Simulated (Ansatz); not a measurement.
Base system: MgO in the rock salt structure (space group Fm-3m, No. 225; a = 4.2044 Å).

Calculations: Ansatz (an electronic-structure program) r2SCAN, no spin-orbit coupling.

```csv
level,band gap,lattice parameter a
r2SCAN,5.68 eV,4.204 Å
```

Question: What does experiment give, and how far off is each level?

Answer: Measured: band gap 8.36 eV (static lattice; corrected from measurement; as listed in Wei Chen et al., Physical Review Materials (2018)); lattice parameter a 4.189 Å (static lattice; corrected from measurement; as listed in Daniel Mejia-Rodriguez, S. B. Trickey, Phys. Rev. B (2018)). Computed minus measured — band gap: r2SCAN -2.68 eV; lattice parameter a: r2SCAN +0.4 %. A measured gap can be an optical one, lowered by exciton binding.

No phonon test of stability was made.
